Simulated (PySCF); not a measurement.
**Shifts of the heteroatoms**

Cartesian coordinates in Å; atom numbers follow the order of the lines, from 1:
```xyz
4

C     0.003    0.001   -0.006
O     1.177   -0.209   -0.015
H    -0.748   -0.806    0.004
H    -0.421    1.019   -0.006
```

PySCF 2.14.0 with density-fitted response routines calculation with shielding tensors at PBE0/pcSseg-1 (GIAO), coordinates at the GFN2-xTB level and J: B3LYP/pcJ-1; in vacuum, averaged over atoms made equivalent by symmetry, fast rotation or ring inversion, single conformer, non-relativistic.

Question: Predict the 17O NMR data.

Answer: 
```json
{"atoms": "O2", "environment": "aldehyde oxygen", "σ (ppm)": "-461.1", "δ (ppm)": "686.7"}
```

Shieldings were converted by a linear fit to measured shifts: 17O: δ = 266.70 − 0.911σ (rms 10.7 ppm, 155 shifts, 12.2 ppm with the 3 outliers that the fit left out vs liquid water, solution or neat liquid). Occasional misses reach two or three times the rms, and more in compound classes unlike the fitted ones. Couplings are scaled by factors fitted to measured values: 2J(H,H) × 0.95 (rms 1.3 Hz); all others are unscaled and can be 10–30 % off.

Couplings (the largest are listed; each averaged over equivalent pairs; quadrupolar broadening usually hides them): 1J(C1,O2) = 31.4 Hz, 2J(O2,H3) = -2.7 Hz.

On a 400 MHz spectrometer 17O resonates near 54.2 MHz, so 1 ppm is 54.2 Hz.
